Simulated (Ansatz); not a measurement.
**Energy profile**

The step: C₂H₈Si (CC[SiH3]) → C₂H₄ (C=C) + SiH₄; bonds formed: Si1–H4; bonds broken: Si1–C2, C3–H4 (atoms numbered as in the saddle structure below).

```xyz
11
angstrom
Si 0.3527 1.1723 0.1526
C 0.1858 -0.9693 0.5879
C -0.5737 -0.8652 -0.5815
H -0.5677 0.6763 -1.0650
H 0.8974 2.5383 0.5311
H -0.8877 1.2159 0.9880
H 1.5347 0.6989 -0.6331
H -0.3182 -1.0584 1.5407
H 1.1849 -1.3805 0.5357
H -1.6566 -0.8531 -0.5252
H -0.1516 -1.1750 -1.5311
```

Electronic energies by CCSD(T) at an estimated basis limit (MP2 extrapolated from triple and quadruple zeta, plus CCSD(T) − MP2 in triple zeta), on PBE0-D4/def2-TZVP structures; C₂H₈Si, closed shell; no counterpoise correction. Computed with Ansatz 0.2.0 (basis: def2-TZVPP and def2-QZVPP); correlated methods freeze the cores. Extrapolation: Hartree–Fock as exp(−7.88 √X), correlation as X^−2.97.

**Question.** Give the profile in kJ/mol, counted from the start structure. (An estimate is asked for; the value comes from the calculation.)

**Answer.** By the calculation:
| point | kJ/mol |
| --- | --- |
| start structure | 0.0 |
| saddle | 348.7 |
| end structure | 129.5 |
| separated: SiH₄ (Si1, H4, H5, H6, H7; singlet) + C₂H₄ (linked as [CH2][CH2]; C2, C3, H8, H9, H10, H11; singlet) | 135.2 |

The T1 diagnostic stays at or below 0.017.

For scale, one of the runs: CCSD(T)/def2-TZVPP, 216 basis functions, launched by `ansatz run in.yaml --threads 2 --pin off --events-out ev --progress --plain --max-ram 4352MiB`. Hardware: 2 CPU threads of an Intel Xeon 6975P-C, shared host. Wall time 24 s; peak host memory 3.3 GiB.
